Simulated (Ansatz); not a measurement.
**B2+ (doublet): wave-function methods side by side, def2-QZVPP**

An exercise on one series of results from a longer session: the logs are not shown, and one member is left open.

The runs use Ansatz 0.2.0, Gaussian basis; def2-QZVPP, core rule «outside noble gas», up to 2 orbitals frozen.

The runs, in order: UHF; ROHF; CCSD(T) on UHF.

2 further runs of the same task are left out: 2 set aside as unsound or not needed.

## What is computed

The geometry is a PBE0/def2-TZVP stationary point (not a proven minimum) of the parent state, kept for this charge and spin.

2 atoms, charge 1, spin multiplicity 2.

Atoms are counted from 1 here; the program's logs count them from 0.

Bond lengths: B1–B2 1.641 Å.

Geometry (Å):

```xyz
2
B2
B     0.00000    0.00000    0.00000
B     0.00000    0.00000    1.64058
```

The first run:

Input file in.yaml:

```yaml
crystal:
  periodic: [false, false, false]
  atoms:
    - {symbol: B, position_ang: [0.000000, 0.000000, 0.000000]}
    - {symbol: B, position_ang: [0.000000, 0.000000, 1.640578]}
basis:
  gaussian: {orbitals: "def2-QZVPP.json"}
total_charge: 1
magnetization: {spin_polarized: true, initial_magnetization: 1}
hamiltonian: {xc: hf}
output: {orbitals: {seedname: orbitals}}
```

The run is started by

```sh
> ansatz run in.yaml --threads 1 --pin off --events-out ev --progress --plain --max-ram 2393MiB
```

Steps of the session up to this table: UHF; ROHF; CCSD(T) on UHF.

One of the session's tables, all rows but one given; the rest of the session is left out.

It belongs to the step «Misses and costs». 

```
  method  from UCCSD(T) (meV)
    ROHF              +4651.0
     UHF              +3020.8
    UMP2                    ?
   UCCSD               +196.0
UCCSD(T)                    0
```

Q: Estimate the row for UMP2 from the others.

As computed: from UCCSD(T) (meV): +1012.0. In the column «from UCCSD(T) (meV)» it lies between UCCSD (+196.0) and UHF (+3020.8).

The program flags UCCSD(T) as in doubt (see the logs), so the zero of the table is itself unsure.

To keep in mind: The determinant is far from a pure spin state, so its energy mixes those of several spin states (harmless only where they are near-degenerate, as at dissociation). The program flags UCCSD(T) as in doubt, so the zero of the table is itself unsure.
